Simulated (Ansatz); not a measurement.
Input for Ansatz (development build ahead of 0.2.0):

```yaml
crystal:
  periodic: [false, false, false]
  atoms:
    - { symbol: C, position_ang: [0.72126, 0.84601, 0.0] }
    - { symbol: C, position_ang: [-0.72126, 0.84601, 0.0] }
    - { symbol: C, position_ang: [-0.72126, -0.84601, 0.0] }
    - { symbol: C, position_ang: [0.72126, -0.84601, 0.0] }
    - { symbol: H, position_ang: [1.55609, 1.67747, 0.0] }
    - { symbol: H, position_ang: [-1.55609, 1.67747, 0.0] }
    - { symbol: H, position_ang: [-1.55609, -1.67747, 0.0] }
    - { symbol: H, position_ang: [1.55609, -1.67747, 0.0] }
basis:
  gaussian: { orbitals: cc-pVDZ }
hamiltonian:
  xc: hf
correlation:
  method: mp2
  frozen_orbitals: { C: 1, H: 0 }
```

The input is written out in the form of the current development build from the run's settings.

Results

* Converged: yes
* Reference energy: -153.58840 hartree
* Correlation energy: -0.55165 hartree
* Total energy: -154.14005 hartree
* Spin squared of the determinant: 0.000

Caution: in another basis set an unrestricted determinant lies well below.
